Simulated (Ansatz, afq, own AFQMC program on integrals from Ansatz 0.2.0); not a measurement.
**Where AFQMC and coupled cluster stand for SiGeH3F, triplet**

```xyz
6

Ge    0.9004    0.1407    0.8665
F     2.1035   -1.1265    1.0675
Si   -1.0854   -0.5949   -0.3005
H    -1.9096    0.6477   -0.3261
H    -0.7601   -1.0541   -1.6842
H    -1.7791   -1.6848    0.4493
```

Connectivity, by distances: F–Ge–SiH3.

Basis def2-TZVP. Only valence electrons are correlated. AFQMC by an in-house program on the Cholesky factors that Ansatz 0.2.0 writes for its CCSD(T) run. ph-AFQMC/CISD is guided by a CISD state made of CCSD amplitudes; releasing the constraint for a short imaginary time cuts its bias at the price of noise, slowly where states lie close. Uncertainties: one standard error, sampling alone. No spin–orbit coupling.

Determinant: UHF, the one that the program's search chose, which needn't be the lowest solution. The geometry is a PBE0/def2-SVP stationary point of this or a neighbouring charge and spin state.

No full CI on the walks' own integrals is used here. The released AFQMC energy serves as the reference, which it does only where one determinant dominates, the energy is flat over the last release times and near the phaseless one (40 meV or 2 meV an electron, half that with transition metals). On small molecules, where full CI could be run and the noise was under 10 meV, such values lay within 10 meV of it in 19 cases of 20, a flattering rate, since the rule was set on those same cases; what remains of the bias isn't in the error bar.

Cautions: no relativity below Rb; no spin-orbit coupling; inner d shell frozen; lower spins were not checked; the released value is read at 0.99 1/Eh with a noise of 10 meV, more than in the cases checked, later times being too noisy (meV from the phaseless value at times in 1/Eh: -21 ± 7 at 0.24, -16 ± 9 at 0.51, -7 ± 10 at 0.99, -25 ± 17 at 1.50).

* T1 diagnostic: 0.0195
* weight of the determinant in the CISD state: 0.837
* ⟨S²⟩ of the determinant: 2.015
* size of the correlated space: 18 electrons in 114 orbitals

```csv
level,correlation energy (eV)
MP2,-12.0649
CCSD,-12.9940
CCSD(T),-13.4226
```

Task: Estimate where AFQMC with the constraint released lies against CCSD(T) on the same integrals.

Result: 4.4 ± 1.0 kJ/mol below CCSD(T).

Reference: AFQMC with the constraint released, correlation energy -13.469 ± 0.010 eV.

```csv
level,E − E(reference) (kJ/mol),share of correlation (%)
CCSD(T),4.4 ± 1.0,99.66
ph-AFQMC/CISD,0.7 ± 1.2,99.95
```

Released energies are given only where the last usable release times agree within the noise; a slower fall can still hide under it.
